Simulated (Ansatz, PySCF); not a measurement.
Molecule: lithium fluoride, LiF, net charge 0, singlet state. SMILES: [F][Li]
Geometry: optimised at B3LYP-D3(BJ)/def2-TZVP (Ansatz, a program for electronic structure).

Wanted: atomisation energy (electronic, to ground-state atoms), in kcal/mol. Correlated levels leave the core frozen unless marked. Open shells are spin-unrestricted. Spin-orbit coupling is left out. No relativistic terms. The coupled-cluster limit lacks core correlation, which all-electron functionals hold. Basis-set limits of correlation are two-point, X^-3; Hartree-Fock from the larger set.

```csv
level,program,atomisation energy (kcal/mol)
HF-D3(BJ)/def2-TZVPD,PySCF + dftd3,91.3
HF-D4/def2-TZVPD,PySCF + dftd4,90.1
PBE-D3(BJ)/def2-TZVPD,Ansatz + dftd3,137.8
M06-L-D4/def2-TZVPD,PySCF + dftd4,?
PBE0-D4/def2-TZVPD,Ansatz + dftd4,130.8
LC-wPBE-D3(BJ)/def2-TZVPD,Ansatz + dftd3,135.6
B2GP-PLYP-D4/def2-TZVPD,Ansatz + dftd4,?
SCS-MP2/6-31G*,Ansatz,126.9
CCSD/def2-TZVPP,Ansatz,?
CCSD/def2-QZVPP,Ansatz,132.2
"CCSD(T)/CBS(def2-TZVPPD,def2-QZVPPD)",Ansatz,?
```

### Question
Some entries are withheld; supply them.

### Answer

- M06-L-D4/def2-TZVPD, atomisation energy (kcal/mol): 136.9
- B2GP-PLYP-D4/def2-TZVPD, atomisation energy (kcal/mol): 135.2
- CCSD/def2-TZVPP, atomisation energy (kcal/mol): 127.8
- CCSD(T)/CBS(def2-TZVPPD,def2-QZVPPD), atomisation energy (kcal/mol): 137.4
